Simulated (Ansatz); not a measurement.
## How close CCSD(T) comes to the exact answer in a basis

Each species is computed at the geometry given (Å), with frozen cores, in Ansatz 0.2.0: RHF-CCSD(T) for singlets, UHF-CCSD(T) otherwise, and full CI in the same basis. The program picks the determinant by trial CCSD, so it needn't be the lowest Hartree–Fock solution. States: HNC Σ⁺ or Δ, HAlC Σ⁻ or Δ, AlH4 A. Cases whose determinant has another symmetry than full CI's state, or whose (Q) step broke down, weren't drawn.

Question: Judging by size, spin and bonding, rank them by the size of CCSD(T)'s error in total energy against full CI in the same basis, smallest first (an estimate).
A. AlH4, doublet, 6-31G: Al -0.066 0.000 -0.147; H 0.498 0.002 2.204; H -0.352 -0.010 2.172; H 0.814 1.535 -0.210; H 0.819 -1.532 -0.221
B. HNC, singlet, 6-31G: N 0.000 0.000 0.055; C 0.000 0.000 -1.108; H 0.000 0.000 1.052
C. HAlC, triplet, 6-31G: Al 0.000 0.000 -0.519; C 0.000 0.000 -2.435; H 0.000 0.000 2.954

Answer: A (12.8 meV), B (28.9 meV), C (42.1 meV).

```json
{"species": "AlH4, doublet", "basis": "6-31G", "correlated electrons": "7", "CCSD(T) − full CI (meV)": "12.8", "CCSDT(Q) − full CI (meV)": "0.1", "unpaired electrons (full CI)": "1.04", "T1": "0.014", "⟨S²⟩ of the determinant": "0.75"}
{"species": "HNC, singlet", "basis": "6-31G", "correlated electrons": "10", "CCSD(T) − full CI (meV)": "28.9", "CCSDT(Q) − full CI (meV)": "-0.1", "unpaired electrons (full CI)": "0.08", "T1": "0.020", "⟨S²⟩ of the determinant": "0.00"}
{"species": "HAlC, triplet", "basis": "6-31G", "correlated electrons": "8", "CCSD(T) − full CI (meV)": "42.1", "CCSDT(Q) − full CI (meV)": "3.7", "unpaired electrons (full CI)": "3.99", "T1": "0.045", "⟨S²⟩ of the determinant": "3.00"}
```

Unpaired electrons are Σ n²(2−n)² over natural occupations; an open shell counts its own unpaired electrons too. Frozen cores follow each run's orbitals, which moves totals by a few meV. No single determinant describes HAlC, triplet well, by full CI's occupations.
